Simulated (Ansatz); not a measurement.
# CH3FN2: small, medium and large basis sets

An exercise on one series of results from a longer session: the logs are not shown, and one member is left open.

Program: Ansatz 0.2.0, Gaussian basis. Level of theory: one geometry, several basis sets. These are calculated values, not measurements.

Levels to be run: PBE0-D4/def2-SVP; ωB97M-V/def2-SVP; PBE0-D4/def2-QZVPP; ωB97M-V/def2-QZVPP; the functionals' def2-TZVPP values are taken from earlier runs.

### The geometry

All runs share one geometry, relaxed beforehand with PBE0-D4 in a triple-zeta def2 set.

7 atoms, charge 0, spin multiplicity 1.

Atoms are counted from 1 here; the program's logs count them from 0.

Bond lengths: N1–C2 1.252 Å, N1–H5 1.013 Å, C2–N3 1.356 Å, C2–F4 1.350 Å, N3–H6 1.005 Å, N3–H7 1.004 Å. Angles: C2–N1–H5 111.7°, N1–C2–N3 126.2°, N1–C2–F4 124.1°, N3–C2–F4 109.8°, C2–N3–H6 115.5°, C2–N3–H7 117.5°, H6–N3–H7 117.2°.

Set-up of the first run:

The input, in.yaml:

```yaml
crystal:
  periodic: [false, false, false]
  atoms:
    - {symbol: N, position_ang: [-0.840085, 1.050137, -0.309596]}
    - {symbol: C, position_ang: [-0.251216, -0.045466, -0.170390]}
    - {symbol: N, position_ang: [0.778132, -0.298518, 0.674704]}
    - {symbol: F, position_ang: [-0.590149, -1.174770, -0.827919]}
    - {symbol: H, position_ang: [-1.621000, 0.976348, -0.950965]}
    - {symbol: H, position_ang: [1.221157, 0.511583, 1.070846]}
    - {symbol: H, position_ang: [1.364459, -1.087216, 0.467720]}
basis:
  gaussian: {orbitals: def2-SVP}
hamiltonian: {xc: pbe0, dispersion: d4}
output: {orbitals: {seedname: orbitals}}
```

Among the steps run: PBE0-D4 in def2-SVP; ωB97M-V in def2-SVP; PBE0-D4 in def2-QZVPP; ωB97M-V in def2-QZVPP.

One table of the session follows, with a row left open; its other results are not shown here.

It belongs to the step «Density functionals: the series». 

```
functional       basis  HOMO (eV)  LUMO (eV)
   PBE0-D4    def2-SVP      -7.26       1.53
   PBE0-D4  def2-TZVPP      -7.54       0.90
   PBE0-D4  def2-QZVPP          ?          ?
   ωB97M-V    def2-SVP      -9.54       3.37
   ωB97M-V  def2-TZVPP      -9.84       2.31
   ωB97M-V  def2-QZVPP      -9.90       1.65
```

Q: Estimate the row for PBE0-D4, def2-QZVPP from the others.

The run gave: HOMO (eV): -7.60; LUMO (eV): 0.49. In the column «HOMO (eV)» it lies between ωB97M-V, def2-SVP (-9.54) and PBE0-D4, def2-TZVPP (-7.54).
